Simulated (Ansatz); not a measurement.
Lattice constant a of some III–V compounds

Method: r²SCANh (Ansatz, an electronic-structure program, plane waves, PAW). References are measured values corrected to a static lattice or taken at low temperature (these still hold zero-point motion).

Values in Å.

| solid | reference | r²SCANh | error (%) |
|---|---|---|---|
| zinc-blende InSb | 6.468* | 6.533 | +1.00 |
| zinc-blende InP | 5.858* | 5.892 | +0.58 |
| cubic BN | 3.593* | 3.602 | +0.25 |
| zinc-blende BP | 4.525* | 4.529 | +0.09 |
| zinc-blende InAs | 6.047* | 6.090 | +0.71 |
| zinc-blende GaP | 5.439* | 5.444 | +0.09 |
| wurtzite AlN | 3.111¶ | 3.101 | -0.32 |
| zinc-blende GaAs | 5.64* | 5.655 | +0.27 |

Over these 8 solids the mean error is +0.33 %, the mean absolute error 0.41 % (median 0.29 %), and the worst case zinc-blende InSb at +1.00 %; the value is too high in 7 of 8 cases.

A star marks references brought to a static lattice; the others are low-temperature values that still hold zero-point motion, which matters most for light elements.

Spin–orbit coupling is left out, also for the solids with elements from indium on (zinc-blende InSb, zinc-blende InP, zinc-blende InAs); its size isn't shown.

¶ marks references of a special kind: wurtzite AlN, 3.111 Å (measured, low temperature, extrapolated to low temperature; as tabulated in arXiv:1206.3780).

Differences are worked out from the printed values.

Ansatz's density-functional and Hartree–Fock values are scalar-relativistic unless marked +SOC, with PAW data made under PBE.

Not in this set, of the III–V compounds with a reference value in our tables and a result at some level: 4 for a reference at room or unstated temperature; 2 for no value at r²SCANh (not run, a failed fit, an unstable or unbound cell, or a value held back for tests); 1 for a high-temperature or high-pressure phase. These can be a level's best or worst cases. At least 3 more with a reference value are held back for tests. Solids without a released value at any level aren't counted. Layered and molecular crystals are counted apart.

References as tabulated in Mejia-Rodriguez and Trickey (2018), arXiv:1807.09216; Goldzak et al. (2022), arXiv:2208.04865; arXiv:1206.3780.
